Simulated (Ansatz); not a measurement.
Elastic constant C12 (GPa) of solids drawn from the class of elemental solids other than molecular ones, at two levels: LDA in Ansatz (plane waves, PAW), and PBEsol in Ansatz (plane waves, PAW).

```tsv
solid	LDA	PBEsol
bcc Rb	3.38	2.77
hcp Be	25.8	22.0
fcc Ag	124	105
hcp Tc	252	?
fcc Rh	225	208
fcc Sr	12.2	10.7
hcp Co	206	?
bcc Cs	2.32	1.92
fcc Ni	208	184
fcc Al	69.3	67.9
```

Estimate the withheld PBEsol values from the other rows.

One way: carry over the typical ratio. The ratios PBEsol / LDA of the other rows, in order: 0.820, 0.828, 0.847, 0.853, 0.877, 0.885, 0.924, 0.980; median 0.8650. hcp Tc: 252 × 0.8650 = 218 GPa; the run gives 240 GPa. hcp Co: 206 × 0.8650 = 178 GPa; the run gives 194 GPa. The ratios spread from 0.820 to 0.980, so such an estimate is rough.

Over all 10 rows PBEsol is the larger in 0.

Ansatz's runs of these crystals have no spin polarisation, but for hcp Co, fcc Ni.

Density-functional runs with spin start from parallel moments for hcp Co, parallel moments for fcc Ni.

Spin–orbit coupling is left out, also for the solids with elements from indium on (bcc Cs); its size isn't shown.

Each level is taken at its own relaxed cell. Ansatz's density-functional and Hartree–Fock values are scalar-relativistic unless marked +SOC, with PAW data made under PBE.

Ansatz is a program for electronic structure.
